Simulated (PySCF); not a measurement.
NaCl, SMILES [Cl][Na]. Atoms are numbered in the order given.

```xyz
2

Na     0.0000     0.0000    -1.4405
Cl     0.0000     0.0000     0.9321
```

Geometry optimised at PBE-D3(BJ)/def2-TZVPD.

All values below come from PBE/def2-TZVPD (PySCF).

ESP charges are fitted to the potential on shells at 1.4 to 2.0 van der Waals radii. Atomic charges (e):

| atom | IAO | ESP fit |
|---|---|---|
| Na1 | 0.84 | [?] |
| Cl2 | -0.84 | [?] |

Some entries are withheld; supply them. (The exact figures need the calculation; the answer reports its results.)


- Na1, ESP fit: 0.73
- Cl2, ESP fit: -0.73
